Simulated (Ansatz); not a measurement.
## How far each method lies from full CI for Si–BH₂, quartet

Geometry: that of the Si–BH2, doublet, kept fixed. The doublet lies 0.9 eV lower here.

| atom | x (Å) | y (Å) | z (Å) |
| --- | --- | --- | --- |
| Si | 0.0000 | 0.0000 | 0.6345 |
| B | 0.0000 | 0.0000 | -1.2907 |
| H | 0.0000 | -1.0258 | -1.9185 |
| H | 0.0000 | 1.0258 | -1.9185 |

Basis 6-31G; Ansatz 0.2.0. Correlated methods freeze the noble-gas cores, which leaves 9 electrons in 20 orbitals. Prefix R: restricted or restricted open-shell reference; prefix U: unrestricted. Active spaces: valence = (9e, 10o) chosen from the atoms' valence shells.

Full CI is exact within this basis and frozen core; it isn't the basis-set limit. The frozen core follows each run's orbitals, which can shift R against U totals by a few meV.

The UHF ⟨S²⟩ is 3.751, the T1 diagnostic (RCCSD) is 0.0334 and the largest doubles amplitude (RCCSD) is 0.094. The T1 diagnostic (UCCSD) is 0.0321.

Q: From what is known of these methods and the diagnostics, rank them by the size of their error in total energy against full CI in 6-31G, smallest first (an estimate: the text doesn't fix the numbers).
A. RHF
B. UCCSD(T)
C. RCCSDT
D. UMP2
E. CASSCF (valence space)

A: C (0.09 mEh), B (0.86 mEh), D (26.75 mEh), E (35.35 mEh), A (98.91 mEh).

All errors are against full CI in 6-31G. Within each family the higher level lies nearer, as is usual though not guaranteed.

The full-CI state has the irrep A2 of C2v, in the program's axes.

Natural occupations of full CI about the gap: 1.971 1.966 1.948 1.005 0.996 0.979 0.031 0.025 0.022 0.020; effectively unpaired electrons, Σ n²(2−n)², 3.03.
